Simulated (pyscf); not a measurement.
S=Ge: (SMILES [S]=[Ge]) [singlet] + H₂S (SMILES S) -> HS–S–GeH: (SMILES S[S][GeH]) [singlet], an addition across a multiple bond or ene-type step (singlet surface; H–S broken, Ge–H, S–S formed). Structures and frequencies: ωB97X-D3(BJ)/def2-SVP in PySCF. Correlated levels are frozen-core, on RHF or UHF. ΔMP2 is the change of the MP2 total energy from the triple- to the quadruple-zeta basis. Energies in kcal/mol from the separated reactants.

GFN2-xTB: tblite. 

In single points GFN2-xTB puts the saddle at 42.0 kcal/mol and the reaction energy at +4.5 kcal/mol. Should these be trusted to within a few kcal/mol? Compare with CCSD(T)/def2-TZVPP + ΔMP2(QZVPP).

CCSD(T)/def2-TZVPP + ΔMP2(QZVPP) gives ΔE‡ = 58.7 kcal/mol and ΔE = +20.2 kcal/mol. GFN2-xTB lies 16.7 kcal/mol under it in the barrier and 15.7 kcal/mol under it in the reaction energy, so on this step it does not hold to within 3.0 kcal/mol. CCSD(T)/def2-TZVPP + ΔMP2(QZVPP) has limits of its own. The same reactants have a lower exit, to HS–Ge:–SH [singlet] (barrier +11.8 kcal/mol at ωB97M-D3(BJ)/def2-TZVP, against +62.9 kcal/mol here). HS–S–GeH: [singlet] lies 35.8 kcal/mol over its isomer HS–Ge:–SH [singlet] (electronic energy, ωB97M-D3(BJ)/def2-TZVP). One saddle was located; it need not be the lowest between these sides. The CCSD(T) − MP2 part came from Ansatz, without density fitting, on the same reference. The frozen core leaves the outer d or s,p core shells of the metals and heavy elements correlated in the MP2 and CC values, and def2-TZVPP describes them poorly, which can shift differences by a few kcal/mol. In the def2 sets elements up to Kr have no core potential.
